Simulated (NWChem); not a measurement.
C2H3F; SMILES C=CF

All runs: NWChem. Geometry: optimised at PBE0/def2-SVP. Ions are spin-unrestricted doublets at the neutral geometry; other ion states weren't tried. Functional: LC-ωPBE (HJS hole) with def2-SVP; rows give the range parameter ω in 1/bohr.

For range parameter (1/bohr) 0.05:

* **−ε(HOMO) (eV)**: 7.01

**Question.** How do the values read with range parameter (1/bohr) 0.25 instead?

**Answer.** 
| Item | Value |
|---|---|
| −ε(HOMO) (eV) | 9.42 |
